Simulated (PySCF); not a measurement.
Unknown compound

Molecular formula: C$_{6}$H$_{6}$. Simulated spectra:

¹H NMR (400 MHz, computed): δ 7.54 (s, 6H).

¹³C{¹H} NMR (computed): δ 136.2 (CH, 6C).

PySCF 2.14.0 with density-fitted response routines calculation with geometry from PBE0-D3(BJ)/def2-SVP, spin–spin couplings from B3LYP/pcJ-1 (without the spin–dipole term) and PBE/pcSseg-2 with gauge-including orbitals; a single conformation, fast rotation and ring inversion assumed for equivalent nuclei, no solvent, non-relativistic Hamiltonian.

Scale: ¹H and ¹³C against TMS (reference shieldings calculated alike).

What is the structure?

## Answers


1. Rings plus π bonds: 4 (1 ring in the answer).
2. 1 carbon signal for 6 carbons: some carbons are equivalent by symmetry or fast rotation.
3. Carbon types of the structure: 6 × CH, which accounts for all hydrogens.
4. δC 136.2: aromatic CH; the aromatic region.
5. δH 7.54: hydrogen on an aromatic CH; it sits in the deshielding region of the aromatic ring current.

Structure: `c1ccccc1`.

This is the structure that produced the data.

Shifts are as computed, not scaled to solution data. Of 1211 compounds with measured shifts, 218 miss one by over three times the rms of a fit or turn the order of signals round; such compounds aren't used in these exercises.
